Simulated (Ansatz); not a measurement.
One stationary structure of Nb. Space group Im-3m (No. 229), bcc (W type). Calculation: r2SCAN (plane waves to 500 eV, PAW, scalar-relativistic; Ansatz, a first-principles code).

```cif
data_Nb
_chemical_formula_sum 'Nb1'
_space_group_name_H-M_alt 'P 1'
_space_group_IT_number 1
_cell_length_a 3.30292
_cell_length_b 2.86089
_cell_length_c 2.85991
_cell_angle_alpha 70.529
_cell_angle_beta 54.749
_cell_angle_gamma 54.721
loop_
_space_group_symop_operation_xyz
  'x, y, z'
loop_
_atom_site_label
_atom_site_type_symbol
_atom_site_fract_x
_atom_site_fract_y
_atom_site_fract_z
_atom_site_occupancy
Nb1 Nb 0.50000 0.50000 0.50000 1
```

| Property | Result |
|---|---|
| Volume per atom | 18.02 Å³ |
| Band gap | zero (metallic) |
| Shortest distances | Nb–Nb 2.86 Å |
| k-mesh | 20×20×20 |

No spin polarisation in the result.

Measured for Nb: a 3.294 Å (static lattice; corrected from measurement; as listed in Daniel Mejia-Rodriguez, S. B. Trickey, Phys. Rev. B (2018)). Computed minus measured — a: r2SCAN +0.3 %. The computed values are for a static lattice.

It was reached from a disturbed copy of a P6₃/mmc (No. 194) cell (hcp (Mg type)), against which it lies -0.31 eV/atom.
